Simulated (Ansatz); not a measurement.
Task: harmonic frequencies at the relaxed geometry of C3H4N2S, SMILES C#CNC(=N)S, with the Python package of Ansatz (0.2.0). Give the script and its output. Level of theory (for the species named): CAM-B3LYP, 6-31G* basis, multiplicity 1.

```yaml
atoms:
  - { symbol: C, position_ang: [-0.5379, -2.4840, 0.6608] }
  - { symbol: C, position_ang: [-0.3021, -1.4815, -0.0102] }
  - { symbol: N, position_ang: [0.0175, -0.3182, -0.8290] }
  - { symbol: C, position_ang: [0.3304, 0.8989, -0.2250] }
  - { symbol: N, position_ang: [0.5467, 1.1450, 0.9848] }
  - { symbol: S, position_ang: [0.1128, 2.2747, -1.2950] }
  - { symbol: H, position_ang: [-0.8150, -3.2899, 1.2378] }
  - { symbol: H, position_ang: [-0.2867, -0.2400, -1.7618] }
  - { symbol: H, position_ang: [0.6181, 0.2855, 1.5572] }
  - { symbol: H, position_ang: [0.3993, 3.1584, -0.3168] }
```

Script `run_freq.py`:
```python
"""Harmonic frequencies of C3H4N2S at its relaxed geometry."""

import itertools

import ansatz as az
from ase.data import atomic_numbers, covalent_radii
import numpy as np

geometry_ang = [
    ("C", [-0.5379, -2.484, 0.6608]),
    ("C", [-0.3021, -1.4815, -0.0102]),
    ("N", [0.0175, -0.3182, -0.829]),
    ("C", [0.3304, 0.8989, -0.225]),
    ("N", [0.5467, 1.145, 0.9848]),
    ("S", [0.1128, 2.2747, -1.295]),
    ("H", [-0.815, -3.2899, 1.2378]),
    ("H", [-0.2867, -0.24, -1.7618]),
    ("H", [0.6181, 0.2855, 1.5572]),
    ("H", [0.3993, 3.1584, -0.3168]),
]
system = az.Crystal.molecule()
for symbol, xyz in geometry_ang:
    system = system.atom(symbol, xyz)

calc = (
    system.calculation()
    .basis(gaussian="6-31G*")
    .functional("cam_b3lyp")
)
symbols = [site.symbol for site in system.cartesian_sites]
start = np.array([site.position_ang for site in system.cartesian_sites], dtype=float)
def progress(event):
    if event["event"] == "relax_step":
        row = event["data"]
        print(f"step {row['step']:3d}  E = {row['lagrangian_ev']:.6f} eV  largest force component {row['allowed_force_max_ev_ang']:.4f} eV/A")


report = calc.relax(force_tolerance=0.003).session().plan().execute(on_event=progress).report
end = np.array(report["positions_ang"])

# pairs closer than 1.2 times the sum of covalent radii, before or after
radius = [covalent_radii[atomic_numbers[s]] for s in symbols]
span = lambda where, i, j: np.linalg.norm(where[i] - where[j])
bonded = [(i, j) for i, j in itertools.combinations(range(len(symbols)), 2) if min(span(start, i, j), span(end, i, j)) < 1.2 * (radius[i] + radius[j])]
print("pair        before    after (A)")
for i, j in bonded:
    print(f"{symbols[i]}{i}-{symbols[j]}{j}".ljust(10), f"{span(start, i, j):8.4f} {span(end, i, j):8.4f}")
for first, second in list(itertools.combinations(bonded, 2)):
    shared = set(first) & set(second)
    if shared and symbols[(j := shared.pop())] != "H":
        i, k = sorted((set(first) | set(second)) - {j})
        u, v = end[i] - end[j], end[k] - end[j]
        angle = np.degrees(np.arccos(np.clip(u @ v / np.linalg.norm(u) / np.linalg.norm(v), -1, 1)))
        print(f"final angle {symbols[i]}{i}-{symbols[j]}{j}-{symbols[k]}{k}: {angle:.2f} deg")

# frequencies need a stationary point, so they are taken at the relaxed geometry
minimum = az.Crystal.molecule()
for symbol, place in zip(symbols, end):
    minimum = minimum.atom(symbol, place.tolist())
vibrating = minimum.calculation()
vibrating = vibrating.basis(gaussian="6-31G*")
vibrating = vibrating.functional("cam_b3lyp")
vibrating = vibrating.phonons(temperatures=(298.15, 498.15, 100))
vib = vibrating.run().report["vibrations"]
sums = vib["harmonic_sums"]
modes = [m["omega_inv_cm"] for m in sums["modes_at_gamma"] if m["rigid_motion"] == "no"]
print("frequencies (1/cm):", " ".join(f"{w:.0f}" for w in modes))
print("imaginary modes:", sum(w < 0 for w in modes), " zero-point energy:", round(sums["zero_point_energy_ev"], 4), "eV")
print("T (K)   F_vib (eV)   S_vib (meV/K)   C_vib (meV/K)")
for row in zip(sums["temperatures_k"], sums["vibrational_free_energy_ev"], vib["entropy_ev_per_k"], vib["heat_capacity_ev_per_k"]):
    print(f"{row[0]:6.1f} {row[1]:11.4f} {1000 * row[2]:13.4f} {1000 * row[3]:15.4f}")

# all hydrogen replaced by deuterium
heavier = vibrating.phonons(masses={"H": 2.014102}).run().report["vibrations"]["harmonic_sums"]
print("deuterated (1/cm):", " ".join(f"{m['omega_inv_cm']:.0f}" for m in heavier["modes_at_gamma"] if m["rigid_motion"] == "no"))
print("zero-point energy falls by", round(sums["zero_point_energy_ev"] - heavier["zero_point_energy_ev"], 4), "eV")
```

```console
$ python run_freq.py
step   1  E = -16984.642411 eV  largest force component 3.8287 eV/A
step   2  E = -16985.011385 eV  largest force component 1.4378 eV/A
step   3  E = -16985.098924 eV  largest force component 0.4560 eV/A
step   4  E = -16985.111411 eV  largest force component 0.3958 eV/A
step   5  E = -16985.120225 eV  largest force component 0.2136 eV/A
step   6  E = -16985.119034 eV  largest force component 0.5239 eV/A
step   7  E = -16985.123878 eV  largest force component 0.1892 eV/A
step   8  E = -16985.126332 eV  largest force component 0.0786 eV/A
step   9  E = -16985.126719 eV  largest force component 0.0194 eV/A
step  10  E = -16985.126731 eV  largest force component 0.0193 eV/A
step  11  E = -16985.126789 eV  largest force component 0.0048 eV/A
step  12  E = -16985.126799 eV  largest force component 0.0051 eV/A
step  13  E = -16985.126805 eV  largest force component 0.0042 eV/A
step  14  E = -16985.126804 eV  largest force component 0.0028 eV/A
step  15  E = -16985.126805 eV  largest force component 0.0012 eV/A
pair        before    after (A)
C0-C1        1.2292   1.2033
C0-H6        1.0292   1.0654
C1-N2        1.4580   1.3467
N2-C3        1.3943   1.3992
N2-H7        0.9843   1.0106
C3-N4        1.2534   1.2615
C3-S5        1.7564   1.7844
N4-H8        1.0351   1.0222
S5-H9        1.3490   1.3409
final angle C1-C0-H6: 179.11 deg
final angle C0-C1-N2: 178.62 deg
final angle C1-N2-C3: 121.89 deg
final angle C1-N2-H7: 118.66 deg
final angle C3-N2-H7: 119.45 deg
final angle N2-C3-N4: 127.47 deg
final angle N2-C3-S5: 111.15 deg
final angle N4-C3-S5: 121.39 deg
final angle C3-N4-H8: 111.41 deg
final angle C3-S5-H9: 93.46 deg
frequencies (1/cm): 73 110 149 312 328 430 434 511 514 603 726 848 853 903 1055 1185 1294 1527 1767 2301 2782 3496 3519 3635
imaginary modes: 0  zero-point energy: 1.8196 eV
T (K)   F_vib (eV)   S_vib (meV/K)   C_vib (meV/K)
 298.1      1.7209        0.7361          0.8049
 398.1      1.6341        0.9968          0.9984
 498.1      1.5222        1.2372          1.1469
deuterated (1/cm): 61 89 139 245 300 358 405 465 491 535 569 689 702 737 965 1004 1093 1374 1745 1997 2143 2559 2664 2753
zero-point energy falls by 0.3266 eV
```

What to keep in mind:
- Total energies depend on the basis set; only differences at equal settings carry meaning.
- The frequencies are harmonic and unscaled, in a modest basis. The result belongs to the one conformer reached from this start, and soft torsions count as harmonic oscillators.
- Run time: 6.6 min on 1 thread of AMD EPYC 9R14 (Zen 4), on a shared host, peak memory 0.35 GiB.

(Lines on the test bed's own set-up are left out of the output.)
